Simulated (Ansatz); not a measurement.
**singlet AlH2O+: levels of theory compared**

Aim: a comparison of 6 runs (BHLYP/STO-3G, r2SCAN0/STO-3G, wB97M-V/STO-3G, CCSDTQ/STO-3G, CCSD/STO-3G, FCI/STO-3G) of singlet AlH2O+. 

Program for the calculation: Ansatz 0.2.0.

51 further runs of the same task are left out: 1 that didn't finish, 50 set aside as unsound or not needed.

### Step 1. The structure to begin with

AlH2O+ has 4 atoms, charge +1, and is taken as a singlet. SMILES of the parent species: `[O][AlH2]`. The coordinates come from a PBE0-D4/def2-TZVP relaxation. That shape belongs to the parent species and isn't relaxed for this state.

Bond lengths: O1–Al2 1.727 Å, Al2–H3 1.578 Å, Al2–H4 1.578 Å. Angles: O1–Al2–H3 115.8°, O1–Al2–H4 115.8°, H3–Al2–H4 128.3°.

### Step 2. The energy at BHLYP/STO-3G (run 1)

molecule.yaml

```yaml
basis:
  gaussian:
    orbitals: STO-3G
crystal:
  periodic: [false, false, false]
  atoms:
    - {symbol: O, position_ang: [0.062600, -0.856300, 1.401400]}
    - {symbol: Al, position_ang: [0.011300, 0.029900, -0.080400]}
    - {symbol: H, position_ang: [-1.149600, -0.360800, -1.076000]}
    - {symbol: H, position_ang: [1.131100, 1.126800, -0.265300]}
total_charge: 1
hamiltonian:
  xc: {name: BHLYP}
accuracy: high
```

Started as:

```sh
$ ansatz run molecule.yaml --threads 1 --pin off --max-ram 2610MiB --events-out events.jsonl --progress --plain --runs-dir runs
```

The log of the run:

```text
Warning: RAYON_NUM_THREADS=1 ignored (pool sized by the plan → 1); use --threads N
Functional definition: BHLYP
  name "BHLYP"
  parameter a = 0.5
  exchange = (1 - a)*b88_x + a*exact_x
  correlation = lyp_c
267 factors; integrals over basis functions are off by at most 2.5e-8 eV
mean field evaluation 1: about -8527.0343 eV, gradient 5.3e1 eV
mean field evaluation 2: about -8330.8455 eV, gradient 1.7e2 eV
mean field evaluation 4: about -8545.4334 eV, gradient 5.5e1 eV
mean field evaluation 8: about -8556.7260 eV, gradient 1.1e0 eV
mean field evaluation 16: about -8556.7120 eV, gradient 1.2e-4 eV
mean field -8556.71195690 eV, -314.4533644683 hartree, gradient 1.6e-8 eV, S^2 0.000000; 2 other end points of the search recorded, 0 dependent functions left out
reference -8556.71197277 eV, -314.4533650515 hartree; 11, 11 occupied and 5, 5 virtual orbitals, 267 factors
Total energy: -8556.71197277 eV, -314.4533650515 hartree
```

Run time: 0.95 s. Hardware: 1 thread of Arm Neoverse V1, shared host.

### Step 3. The energy at r2SCAN0/STO-3G (run 2)

input.yaml

```yaml
crystal:
  periodic: [false, false, false]
  atoms:
    - {symbol: O, position_ang: [0.062600, -0.856300, 1.401400]}
    - {symbol: Al, position_ang: [0.011300, 0.029900, -0.080400]}
    - {symbol: H, position_ang: [-1.149600, -0.360800, -1.076000]}
    - {symbol: H, position_ang: [1.131100, 1.126800, -0.265300]}
basis:
  gaussian: {orbitals: STO-3G}
total_charge: 1
hamiltonian: {xc: {name: r2SCAN0}}
accuracy: high
```

Started as:

```sh
$ ansatz run input.yaml --threads 1 --pin off --max-ram 2610MiB --events-out events.jsonl --progress --plain --runs-dir runs
```

The log of the run:

```text
Warning: RAYON_NUM_THREADS=1 ignored (pool sized by the plan → 1); use --threads N
Functional definition: r2SCAN0
  name "r2SCAN0"
  parameter a = 0.25
  parameter k0 = 0.174
  parameter k1 = 0.065
  parameter a1 = 4.9479
  exchange = (1 - a)*r2scan_x(k0 = k0, k1 = k1, a1 = a1) + a*exact_x
  correlation = r2scan_c
267 factors; integrals over basis functions are off by at most 2.5e-8 eV
mean field evaluation 1: about -8526.3233 eV, gradient 5.4e1 eV
mean field evaluation 2: about -8314.9891 eV, gradient 1.8e2 eV
mean field evaluation 4: about -8539.1806 eV, gradient 6.7e1 eV
mean field evaluation 8: about -8555.7434 eV, gradient 4.8e0 eV
mean field evaluation 16: about -8555.8203 eV, gradient 3.1e-4 eV
mean field evaluation 32: about -8555.6798 eV, gradient 4.8e0 eV
mean field -8555.82026747 eV, -314.4205954863 hartree, gradient 2.1e-8 eV, S^2 0.000000; 2 other end points of the search recorded, 0 dependent functions left out
reference -8555.82026773 eV, -314.4205954958 hartree; 11, 11 occupied and 5, 5 virtual orbitals, 267 factors
Total energy: -8555.82026773 eV, -314.4205954958 hartree
```

Wall time 2.2 s (1 thread of Arm Neoverse V1, shared host); peak memory 0.12 GiB.

Runs 3 to 5 aren't shown in full; the table further down has their settings and results.

### Step 4. The energy at FCI/STO-3G (run 6)

input.yaml

```yaml
crystal:
  periodic: [false, false, false]
  atoms:
    - symbol: O
      position_ang: [0.062600, -0.856300, 1.401400]
    - symbol: Al
      position_ang: [0.011300, 0.029900, -0.080400]
    - symbol: H
      position_ang: [-1.149600, -0.360800, -1.076000]
    - symbol: H
      position_ang: [1.131100, 1.126800, -0.265300]
basis:
  gaussian:
    orbitals: STO-3G
total_charge: 1
correlation:
  method: fci
  frozen_orbitals: {Al: 5, H: 0, O: 1}
accuracy: high
```

Started as:

```sh
$ ansatz run input.yaml --threads 1 --pin off --max-ram 2610MiB --events-out events.jsonl --progress --plain --runs-dir runs
```

The log of the run, shortened:

```text
Warning: RAYON_NUM_THREADS=1 ignored (pool sized by the plan → 1); use --threads N
Functional definition: HF
  name "HF"
[...]
267 factors; integrals over basis functions are off by at most 2.5e-8 eV
[...]
mean field -8535.31232541 eV, -313.6669425162 hartree, gradient 3.5e-8 eV, S^2 0.000000; 7 other end points of the search recorded, 0 dependent functions left out; unrestricted orbitals would lower it
unrestricted determinant -8537.32771802 eV, -313.7410068288 hartree, S^2 0.9944
6 core orbitals not correlated: weight in the atoms' cores, before any rotation towards them, 0.999 or more for the frozen orbitals, at most 0.001 for the correlated occupied ones
reference -8535.31232541 eV, -313.6669425162 hartree; 5, 5 occupied and 5, 5 virtual orbitals, 267 factors
state -8538.61216131 eV, -313.7882092490 hartree
Total energy: -8538.61216131 eV, -313.7882092490 hartree
```

Run time: 0.74 s. Hardware: 1 thread of Arm Neoverse V1, shared host.

### Step 5. The series

```
run           level  frozen core orbitals  energy (Eh)  wall time
  1    BHLYP/STO-3G                     –  -314.453365     0.95 s
  2  r2SCAN0/STO-3G                     –  -314.420595      2.2 s
  3  wB97M-V/STO-3G                     –  -314.503637       13 s
  4   CCSDTQ/STO-3G                     6  -313.788237      1.8 s
  5     CCSD/STO-3G                     6  -313.774459     0.18 s
  6      FCI/STO-3G                     6  -313.788209     0.74 s
```

### Step 6. Summary of results

| quantity | value |
| --- | --- |
| run 6: total energy | -313.78821 Eh |
| run 6: correlation energy (6 core orbitals frozen) | -121.3 mEh |

**Reading.** Against full CI in this basis: CCSDTQ -0.0 mEh; CCSD +13.8 mEh. Totals of different functionals can't be ranked against each other. In run 5 the T1 diagnostic is large, so a single reference may not serve. In runs 4, 5 the log says that unrestricted orbitals would lower the reference, so the values rest on an unstable closed-shell determinant (other closed-shell runs at this shape may share the fault). In runs 1, 2, 3, 4, 5, 6 the basis is minimal, so the values are rough. All runs together took 18 s, the longest 13 s.
